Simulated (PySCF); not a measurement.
From one molecule to another.

First species: C4H4FN.
SMILES: `C=C[C@H](F)C#N`

Second species: C4H4FN.
SMILES with atom numbers: `[N:1]#[C:2][CH2:3]/[CH:4]=[CH:5]\[F:6]` (hydrogens: H7, H8 on C3; H9 on C4; H10 on C5)

Geometry (PBE0-D3(BJ)/def2-SVP, Å), atoms numbered from 1 in this order:
```
atom  x, y, z in Å
N1    -2.3220    1.8482   -0.0604
C2    -1.7050    0.8753    0.0446
C3    -0.9160   -0.3458    0.1893
C4     0.4287   -0.0959    0.8077
C5     1.5737   -0.3992    0.2051
F6     1.6179   -0.9485   -1.0050
H7    -0.7975   -0.8073   -0.8027
H8    -1.5003   -1.0524    0.8039
H9     0.4788    0.3615    1.7981
H10    2.5654   -0.2346    0.6350
```

Levels: B3LYP/def2-SVPD for dipole moment, HOMO energy, LUMO energy, HOMO–LUMO gap, static isotropic polarisability and electronic spatial extent ⟨r²⟩ about the centre of nuclear charge; TDDFT B3LYP/def2-SVPD for lowest singlet excitation; TDA B3LYP/def2-SVPD for lowest triplet excitation (Tamm–Dancoff); ΔSCF B3LYP/def2-SVPD for vertical ionisation energy; PBE0-D3(BJ)/def2-SVP for rotational constant A and rotational constant C. Geometries: PBE0-D3(BJ)/def2-SVP. All species are isolated and taken at one optimised geometry, non-relativistic unless stated; the electronic structure was computed with PySCF and density fitting.

The conformers computed, where there is a choice (atom-mapped SMILES and torsion angles):
- `[CH2:1]=[CH:2][C@H:3]([F:4])[C:5]#[N:6]`: C1–C2–C3–F4 -123°
- `[N:1]#[C:2][CH2:3]/[CH:4]=[CH:5]\[F:6]`: C2–C3–C4–C5 -121°

Question: Which has the higher rotational constant C?

Answer: The first: 1.962 GHz against 1.654 GHz, a difference of 0.308 GHz.

Question: Which has the higher HOMO–LUMO gap?

Answer: The second: 7.25 eV against 7.01 eV, a difference of 0.24 eV.

Question: Which has the higher ⟨r²⟩?

Answer: The second: 682 bohr² against 598 bohr², a difference of 84 bohr².

Question: Which has the higher T1 energy?

Answer: The second: 4.45 eV against 4.35 eV, a difference of 0.10 eV.

Question: Which has the higher vertical ionisation energy?

Answer: The first: 11.05 eV against 10.44 eV, a difference of 0.61 eV.

Question: Which has the higher S1 energy?

Answer: The second: 6.90 eV against 6.74 eV, a difference of 0.16 eV.

Question: Which has the higher HOMO energy?

Answer: The second: -7.93 eV against -8.58 eV, a difference of 0.65 eV.

Question: Which of the two has the higher LUMO energy, and by how much?

Answer: The second: -0.68 eV against -1.57 eV, a difference of 0.89 eV.

On the first: The vertical singlet–triplet gap S1 − T1 is 2.39 eV (TDDFT singlet less Tamm–Dancoff triplet; S1: HOMO−1→LUMO, weight 0.64; T1: HOMO→LUMO, weight 0.89). The polarisability is 7.98 Å³ as a volume (1 au = 0.148185 Å³), or 1.22 au for each of the 44 electrons.

On the second: The vertical singlet–triplet gap S1 − T1 is 2.45 eV (TDDFT singlet less Tamm–Dancoff triplet; S1: HOMO→LUMO+1, weight 0.86; T1: HOMO→LUMO, weight 0.92). The 10 singlets span 6.90 to 8.29 eV, and their oscillator strengths add up to 0.45.
